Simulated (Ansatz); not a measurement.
in.yaml

```yaml
crystal:
  periodic: [false, false, false]
  atoms:
    - {symbol: O, position_ang: [-0.021251, -0.017091, 1.689698]}
    - {symbol: N, position_ang: [-0.022084, 0.036668, 0.512580]}
    - {symbol: Si, position_ang: [0.025880, -0.058602, -1.177717]}
    - {symbol: H, position_ang: [-0.076897, 1.394644, -1.127972]}
basis:
  gaussian: {orbitals: 6-31G}
magnetization: {spin_polarized: false}
correlation: {method: ccsd_t, electrons: outside_noble_gas}
scf: {lower_state_search: full}
```

```sh
$ ansatz run in.yaml --threads 1 --pin off --events-out ev --progress --plain --max-ram 2393MiB
```

Log:

```
384 factors; integrals over basis functions are off by at most 1.9e-4 eV
mean field evaluation 1: about -11387.6834 eV, gradient 2.1e1 eV
mean field evaluation 2: about -11387.7022 eV, gradient 2.1e1 eV
mean field evaluation 4: about -11389.3420 eV, gradient 3.5e0 eV
mean field evaluation 8: about -11389.6166 eV, gradient 1.4e-1 eV
mean field evaluation 16: about -11389.3207 eV, gradient 3.5e0 eV
mean field evaluation 32: about -11386.9680 eV, gradient 9.1e-1 eV
mean field evaluation 64: about -11386.9545 eV, gradient 2.7e-3 eV
mean field -11389.61487683 eV, -418.5606265652 hartree, gradient 7.1e-6 eV, S^2 0.000000; 2 other end points of the search recorded, 0 dependent functions left out; unrestricted orbitals would lower it
determinant -11389.61487683 eV, -418.5606265652 hartree, with singles and doubles -11398.27186949 eV, -418.8787651774 hartree
determinant -11386.95451259 eV, -418.4628599827 hartree, with singles and doubles -11394.58620599 eV, -418.7433195422 hartree
7 core orbitals not correlated: weight in the atoms' cores, before any rotation towards them, 1.000 or more for the frozen orbitals, at most 0.000 for the correlated occupied ones
reference -11389.61487683 eV, -418.5606265652 hartree; 8, 8 occupied and 18, 18 virtual orbitals, 384 factors
second order -8.12022682 eV of doubles, -0.00000000 eV of singles
cycle   1  -8.65981569 eV  change   -2.8e-3 eV  update   6.7e-3
cycle   2  -8.66418335 eV  change   -4.4e-3 eV  update   4.4e-3
cycle   3  -8.66627354 eV  change   -2.1e-3 eV  update   3.3e-3
cycle   4  -8.67044598 eV  change   -4.2e-3 eV  update   1.4e-3
cycle   5  -8.67368854 eV  change   -3.2e-3 eV  update   5.5e-4
cycle   6  -8.67422387 eV  change   -5.4e-4 eV  update   1.9e-4
cycle   7  -8.67434504 eV  change   -1.2e-4 eV  update   7.6e-5
cycle   8  -8.67428202 eV  change    6.3e-5 eV  update   5.4e-5
cycle   9  -8.67420552 eV  change    7.7e-5 eV  update   3.8e-5
cycle  10  -8.67425807 eV  change   -5.3e-5 eV  update   2.9e-5
cycle  11  -8.67424522 eV  change    1.3e-5 eV  update   1.6e-5
perturbative correction -0.43908825 eV, -0.0161361956 hartree
Total energy: -11398.72821030 eV, -418.8955353931 hartree
```

Ran on 1 thread of Arm Neoverse V2, shared host: 0.45 s wall, 0.07 GiB peak host memory.
